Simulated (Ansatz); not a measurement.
`S[Si]Cl`, one more setting.

```yaml
crystal:
  periodic: [false, false, false]
  atoms:
    - {symbol: S, position_ang: [-0.093079, 0.947972, -0.588683]}
    - {symbol: Si, position_ang: [-0.226972, -0.909902, 0.454071]}
    - {symbol: Cl, position_ang: [1.776849, -1.039735, 1.019063]}
    - {symbol: H, position_ang: [-1.401296, 0.941367, -0.904650]}
basis:
  gaussian: {orbitals: def2-TZVP}
hamiltonian: {xc: {name: PBE-QIDH}, pseudopotentials: {relativity: scalar}}
accuracy: high
output: {forces: true}
```

```sh
$ ansatz run in.yaml --threads 4 --pin off --events-out ev --progress --plain --max-ram 10444MiB
```

It prints (some lines left out):

```
Functional definition: PBE-QIDH
1883 factors; integrals over basis functions are off by at most 4.1e-9 eV
mean field evaluation 1: about -31305.2551 eV, gradient 1.5e1 eV
mean field evaluation 2: about -31305.4011 eV, gradient 1.6e1 eV
mean field evaluation 4: about -31306.2441 eV, gradient 1.5e0 eV
mean field evaluation 8: about -31306.2604 eV, gradient 3.7e-2 eV
mean field evaluation 16: about -31306.2604 eV, gradient 9.6e-5 eV
mean field -31306.26041892 eV, -1150.4838502498 hartree, gradient 9.2e-8 eV, S^2 0.000000; 0 other end points of the search recorded, 0 dependent functions left out
15 core orbitals not correlated: weight in the atoms' cores, before any rotation towards them, 1.000 or more for the frozen orbitals, at most 0.000 for the correlated occupied ones
reference -31306.26041972 eV, -1150.4838502793 hartree; 9, 9 occupied and 93, 93 virtual orbitals, 1883 factors
second order -14.14206214 eV of doubles, -0.00000000 eV of singles
Total energy: -31310.97444043 eV, -1150.6570873452 hartree
Relativity: scalar
Atom 0 at    -0.093079     0.947972    -0.588683 Å, force    -0.215116    -0.180929     0.052151 eV/Å
Atom 1 at    -0.226972    -0.909902     0.454071 Å, force     0.209292     0.168778    -0.046541 eV/Å
Atom 2 at     1.776849    -1.039735     1.019063 Å, force    -0.211366     0.021508    -0.064119 eV/Å
Atom 3 at    -1.401296     0.941367    -0.904650 Å, force     0.217190    -0.009357     0.058508 eV/Å
Dipole moment:    -0.355007     0.024829    -0.101154 e Å
```

Hardware: 4 threads of an AMD EPYC 9R45 on a shared host. Wall time 3 s, peak host memory 0.52 GiB.
